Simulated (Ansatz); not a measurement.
BFH₄Si (`B[SiH2]F`). Charge 0, multiplicity 1.

```xyz
7

B    -0.363    0.900    0.712
Si    0.241   -0.594   -0.472
F     1.241   -0.126   -1.640
H    -0.022    2.037    0.582
H    -1.114    0.641    1.608
H    -0.935   -1.234   -1.125
H     0.953   -1.624    0.335
```

Task: List the harmonic frequencies (cm⁻¹, unscaled) at PBE0-D4/def2-TZVP in Ansatz. (Best estimate.)

Result: The calculation gave: 175, 205, 387, 573, 655, 750, 852, 913, 922, 923, 1164, 2205, 2206, 2590, 2679.

Task: Is this a minimum?

Result: Yes, all 15 modes are real.

Task: Give the ideal-gas thermochemistry at 298.15 K and 1 bar (rigid rotor, harmonic oscillator; point group Cs, symmetry number 1).

Result: Zero-point energy 102.9 kJ/mol; H(298) − E = 118.3 kJ/mol; entropy 289.1 J/(mol·K), of which translation 160.3, rotation 98.7, vibration 30.1; G(298) − E = 32.1 kJ/mol.
